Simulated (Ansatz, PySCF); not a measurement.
Pair of molecules: HCl (SMILES Cl) (first 2 atoms) with H2S (SMILES S); geometry from NCB31 set.
(charge 0, multiplicity 1):
```xyz
5

Cl    -1.9116     0.0000     0.0035
H     -0.6273    -0.0001    -0.1041
S      1.8425     0.0000    -0.1015
H      1.8228    -0.9618     0.8347
H      1.8219     0.9619     0.8346
```

Interaction energies are E(AB) − E(A) − E(B) at the monomers' geometry in the complex; basis-set methods are counterpoise corrected. Rows marked so take none.

Rows in 6-31G* carry no dispersion term and start afresh at each structure (6-31G* with six Cartesian d functions). MP2/6-31G* freezes PySCF's default core.

Programs: Ansatz (a first-principles code); PySCF for 6-31G* rows. 

### Question
One of these levels gives -1.93 kcal/mol for the interaction energy. Name it.
A. B3LYP/def2-TZVPPD
B. MP2/6-31G*
C. B3LYP/6-31G* (no counterpoise)
D. PBE/def2-TZVPPD

### Answer
B, MP2/6-31G*. The others give -3.92 (PBE/def2-TZVPPD), -3.39 (B3LYP/6-31G* (no counterpoise)), -2.73 (B3LYP/def2-TZVPPD)
